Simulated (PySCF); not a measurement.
## The first ionisation energy along group 13

All values are computed (PySCF 2.14, energy differences of UHF-based or UKS calculations, no spin-orbit coupling). Values in eV. The last column holds reference values (NIST; (s) semi-empirical, (t) theoretical, else measured). Unmarked ones compare directly (S terms, centres of terms, or small fine structure); those marked * lie between the lowest fine-structure levels and include a spin-orbit shift.

| element | configurations | UHF | LDA | PBE | PBE0 | CCSD (valence) | CCSD(T) (valence) | reference |
| --- | --- | --- | --- | --- | --- | --- | --- | --- |
| B (aug-cc-pwCVTZ, non-relativistic) | [He] 2s2 2p1 → [He] 2s2 | 8.037 | 8.640 | 8.669 | 8.643 | 8.177 | 8.215 | 8.297 |
| Al (aug-cc-pwCVTZ, non-relativistic) | [Ne] 3s2 3p1 → [Ne] 3s2 | 5.599 | 6.026 | 6.071 | 6.090 | 5.916 | 5.948 | 5.977 |
| Ga (aug-cc-pwCVTZ-PP with ECP10MDF, ECP) | [Ar] 3d10 4s2 4p1 → [Ar] 3d10 4s2 | 5.536 | 6.010 | 5.935 | 5.963 | 5.808 | 5.833 | 5.931 |
| In (aug-cc-pwCVTZ-PP with ECP28MDF, ECP) | [Kr] 4d10 5s2 5p1 → [Kr] 4d10 5s2 | 5.219 | 5.719 | 5.595 | 5.625 | 5.464 | 5.486 | 5.603 |
| Tl (aug-cc-pwCVTZ-PP with ECP60MDF, ECP) | [Xe] 4f14 5d10 6s2 6p1 → [Xe] 4f14 5d10 6s2 | 5.014 | 5.583 | 5.427 | 5.443 | 5.236 | 5.251 | 5.464 |

| method | elements | mean error (eV) | mean absolute error (eV) | largest error (eV) |
| --- | --- | --- | --- | --- |
| UHF | 5 | -0.373 | 0.373 | -0.450 |
| LDA | 5 | 0.141 | 0.141 | 0.344 |
| PBE | 5 | 0.085 | 0.103 | 0.373 |
| PBE0 | 5 | 0.098 | 0.107 | 0.346 |
| CCSD (valence) | 5 | -0.134 | 0.134 | -0.229 |
| CCSD(T) (valence) | 5 | -0.108 | 0.108 | -0.213 |

Errors include the incompleteness of the basis and the frozen core.

"Valence" correlates the outer s and p shells and, in groups 3 to 12 and the f block, the outer d or f shell, open or full, or the next shell where the ion has no valence electron left; the wider scheme adds the next inner shell.
